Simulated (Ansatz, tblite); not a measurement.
Forces on the cluster MgS₂⁻ at its PBE0-D4/def2-TZVPD geometry. Total charge -1; doublet.

The xTB rows come from tblite. At PBE-D4/def2-TZVPD the highest occupied level of the charge -1 doublet lies above zero (up to 0.35 eV). It is a level of β spin, whose loss leaves a triplet; that state wasn't run at this geometry and level. The electron is either unbound and held by the finite basis, or the level is raised by self-interaction error. At PBE-D4/def2-TZVPD the gap within one spin of the charge -1 doublet nearly closes, so an electron or hole may be smeared out by delocalisation error. Another isomer (doublet) lies 0.67 eV lower at PBE0-D4/def2-TZVPD; other spin states weren't run for this one.

GFN1-xTB (tblite), largest force 0.95 eV/Å:

```xyz
3
positions Å, forces eV/Å
Mg   -0.571    1.250   -1.057   -0.260    0.569   -0.482
S    -0.192   -1.305   -0.017   -0.285   -0.875   -0.235
S     0.763    0.055    1.075    0.546    0.306    0.717
```

GFN2-xTB (tblite), largest force 1.04 eV/Å:

```
Mg 0.159 -0.348 0.295
S -0.565 -0.518 -0.702
S 0.406 0.866 0.408
```

PBE-D4/def2-TZVPD (Ansatz), largest force 1.10 eV/Å:

```
Mg 0.138 -0.303 0.256
S -0.586 -0.585 -0.719
S 0.448 0.888 0.463
```
